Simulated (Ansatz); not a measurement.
A run of Ansatz (development build ahead of 0.2.0) on doublet NS at this shape:

```
atom   x (Å)   y (Å)   z (Å)
   N  0.0000  0.0000  0.0000
   S  0.0000  0.0000  2.4640
```

Its results:

```
Converged                       : yes
Total energy                    : -452.46303 hartree
Spin squared of the determinant : 0.750
Stability test                  : minimum among restricted orbitals
```

Question: Which input gives this output? Name the method, the orbitals and the basis set, and write the input.

Answer: PBE0 (restricted open-shell) in pcseg-2.

```yaml
crystal:
  periodic: [false, false, false]
  atoms:
    - { symbol: "N", position_ang: [0.0, 0.0, 0.0] }
    - { symbol: S, position_ang: [0.0, 0.0, 2.464] }
basis:
  gaussian: { orbitals: pcseg-2 }
magnetization:
  initial_magnetization: 1
hamiltonian:
  xc: pbe0
```

Caution: stretched shape with no unrestricted run beside it, a lower state can exist.
